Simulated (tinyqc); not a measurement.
Inside a calculation. Method: coupled-perturbed Hartree-Fock on RHF in the sto-3g basis, for H2O, spin multiplicity 1. One step of it, computed by the program tinyqc.

Question. Iteration 9 (converged): orbitals. Diagonalise F' = X^T F X, C = X C', fill 5 alpha and 5 beta electrons from the bottom; D = 2 C_occ C_occ^T. Each column has its largest component positive (the first on a tie).

converged F (hartree):
```
             1O 1s      1O 2s     1O 2px     1O 2py     1O 2pz      2H 1s      3H 1s
1O 1s   -20.260126  -5.164158   0.000000   0.000742  -0.024352  -0.732987  -0.808990
1O 2s    -5.164158  -2.402865   0.000000   0.007171  -0.061482  -0.716693  -0.769683
1O 2px    0.000000   0.000000  -0.387307   0.000000   0.000000   0.000000   0.000000
1O 2py    0.000742   0.007171   0.000000  -0.214329   0.008429  -0.340445   0.354630
1O 2pz   -0.024352  -0.061482   0.000000   0.008429  -0.256650  -0.303757  -0.314413
2H 1s    -0.732987  -0.716693   0.000000  -0.340445  -0.303757  -0.362386  -0.216126
3H 1s    -0.808990  -0.769683   0.000000   0.354630  -0.314413  -0.216126  -0.397719
```

X:
```
                1          2          3         4          5          6          7
1O 1s   -0.356357  -0.063629   0.723111  0.000000  -0.614008   0.009369   0.188312
1O 2s    1.000553   0.136081  -0.289073  0.000000  -0.306864   0.012885   0.453703
1O 2px   0.000000   0.000000   0.000000  1.000000   0.000000   0.000000   0.000000
1O 2py  -0.134503   0.835848   0.003253  0.000000  -0.002921   0.685633  -0.015873
1O 2pz   0.460040   0.061041   0.668780  0.000000   0.622296   0.007019   0.213303
2H 1s   -0.502555  -0.822259  -0.197357  0.000000   0.161995   0.404226   0.372792
3H 1s   -0.754203   0.646667  -0.186299  0.000000   0.155177  -0.374678   0.397454
```

Give: F' = X^T F X; orbital energies; coefficients C; D after iteration 9.

Answer.

F' = X^T F X (hartree):
```
         1        2        3        4        5        6        7
1  -0.3175  -0.1824   2.3187   0.0000  -1.8997   0.0121   0.5919
2  -0.1824   0.5041   0.4869   0.0000  -0.4286   0.1017   0.1543
3   2.3187   0.4869  -8.3730   0.0000   8.5946  -0.1514  -4.0407
4   0.0000   0.0000   0.0000  -0.3873   0.0000   0.0000   0.0000
5  -1.8997  -0.4286   8.5946   0.0000  -9.5752   0.1692   4.5132
6   0.0121   0.1017  -0.1514   0.0000   0.1692  -0.5245  -0.0802
7   0.5919   0.1543  -4.0407   0.0000   4.5132  -0.0802  -3.1446
```

orbital energies (hartree): MO1 -20.2683, MO2 -1.1960, MO3 -0.5306, MO4 -0.4281, MO5 -0.3873, MO6 0.4394, MO7 0.5531

coefficients C:
```
            MO1      MO2      MO3      MO4     MO5      MO6      MO7
1O 1s    0.9945  -0.2412  -0.0084   0.0893  0.0000   0.1043   0.0183
1O 2s    0.0236   0.9003   0.0439  -0.4549  0.0000  -0.6086  -0.1145
1O 2px   0.0000   0.0000   0.0000   0.0000  1.0000   0.0000   0.0000
1O 2py  -0.0002  -0.0074   0.6066   0.0300  0.0000  -0.1265   0.8957
1O 2pz   0.0029   0.0743  -0.0385   0.7424  0.0000  -0.7246  -0.1107
2H 1s   -0.0041   0.1322   0.4407   0.3678  0.0000   0.7749  -0.5905
3H 1s   -0.0044   0.1447  -0.4672   0.3154  0.0000   0.5885   0.8118
```

D after iteration 9:
```
          1O 1s    1O 2s  1O 2px   1O 2py   1O 2pz    2H 1s    3H 1s
1O 1s    2.1105  -0.4694  0.0000  -0.0017   0.1030  -0.0136  -0.0145
1O 2s   -0.4694   2.0398  0.0000   0.0126  -0.5448  -0.0581  -0.0676
1O 2px   0.0000   0.0000  2.0000   0.0000   0.0000   0.0000   0.0000
1O 2py  -0.0017   0.0126  0.0000   0.7377  -0.0032   0.5548  -0.5500
1O 2pz   0.1030  -0.5448  0.0000  -0.0032   1.1164   0.5318   0.5258
2H 1s   -0.0136  -0.0581  0.0000   0.5548   0.5318   0.6940  -0.1415
3H 1s   -0.0145  -0.0676  0.0000  -0.5500   0.5258  -0.1415   0.6774
```
